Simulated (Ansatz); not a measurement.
Dissociation curve of HF, singlet.

Methods: RKS-PBE = restricted PBE/cc-pVDZ (Ansatz, an electronic-structure program); UKS-PBE = unrestricted PBE/cc-pVDZ run with Ansatz; RKS-PBE0 = Ansatz with restricted PBE0/cc-pVDZ; FCI = full CI/cc-pVDZ, frozen core (Ansatz).

Energies relative to the lowest point of each curve near equilibrium, in eV; the last columns give the error against full CI:

| R / Å | RKS-PBE | UKS-PBE | RKS-PBE0 | FCI | RKS-PBE − FCI | UKS-PBE − FCI | RKS-PBE0 − FCI |
|---|---|---|---|---|---|---|---|
| 0.74 | 1.728 | 1.728 | 1.605 | 1.597 | 0.131 | 0.131 | 0.008 |
| 0.80 | 0.692 | 0.692 | 0.608 | 0.599 | 0.093 | 0.093 | 0.010 |
| 0.83 | 0.382 | 0.382 | 0.319 | 0.311 | 0.072 | 0.072 | 0.008 |
| 0.86 | 0.177 | 0.177 | 0.134 | 0.128 | 0.049 | 0.049 | 0.006 |
| 0.89 | 0.055 | 0.055 | 0.033 | 0.030 | 0.025 | 0.025 | 0.003 |
| 0.92 | 0.000 | 0.000 | 0.000 | 0.000 | 0.000 | 0.000 | 0.000 |
| 0.96 | 0.010 | 0.010 | 0.038 | 0.043 | -0.034 | -0.034 | -0.005 |
| 0.97 | 0.024 | 0.024 | 0.060 | 0.066 | -0.042 | -0.042 | -0.006 |
| 1.01 | 0.120 | 0.120 | 0.185 | 0.196 | -0.076 | -0.076 | -0.011 |
| 1.07 | 0.352 | 0.352 | 0.461 | 0.478 | -0.126 | -0.126 | -0.017 |
| 1.13 | 0.653 | 0.653 | 0.804 | 0.825 | -0.172 | -0.172 | -0.020 |
| 1.23 | 1.232 | 1.232 | 1.454 | 1.468 | -0.235 | -0.235 | -0.014 |
| 1.39 | 2.205 | 2.205 | 2.534 | 2.495 | -0.290 | -0.290 | 0.039 |
| 1.49 | 2.784 | 2.784 | 3.177 | 3.071 | -0.288 | -0.288 | 0.105 |
| 1.64 | 3.573 | 3.573 | 4.057 | 3.801 | -0.228 | -0.228 | 0.256 |
| 1.86 | 4.541 | 4.455 | 5.149 | 4.564 | -0.023 | -0.110 | 0.584 |
| 2.05 | 5.206 | 4.891 | 5.912 | 4.970 | 0.236 | -0.079 | 0.942 |
| 2.28 | 5.830 | 5.207 | 6.643 | 5.241 | 0.589 | -0.034 | 1.402 |
| 2.48 | 6.240 | 5.378 | 7.139 | 5.360 | 0.881 | 0.019 | 1.779 |
| 2.79 | 6.696 | 5.540 | 7.705 | 5.441 | 1.254 | 0.099 | 2.264 |
| 3.21 | 7.070 | 5.651 | 8.195 | 5.475 | 1.595 | 0.176 | 2.719 |
| 3.63 | 7.274 | 5.703 | 8.484 | 5.484 | 1.791 | 0.219 | 3.001 |

RKS-PBE is furthest from FCI at 3.63 (1.791 eV, above); its mean absolute error over the points is 0.374 eV.

UKS-PBE is furthest from FCI at 1.39 (-0.290 eV, below); its mean absolute error over the points is 0.118 eV.

RKS-PBE0 is furthest from FCI at 3.63 (3.001 eV, above); its mean absolute error over the points is 0.600 eV.

The restricted form behind RKS-PBE, RKS-PBE0 keeps the bonding electrons paired and can't separate into open-shell fragments. The unrestricted determinant behind UKS-PBE is spin-contaminated at 1.86 to 3.63 Å (<S²> up to 0.9, against 0.00 for a pure singlet).
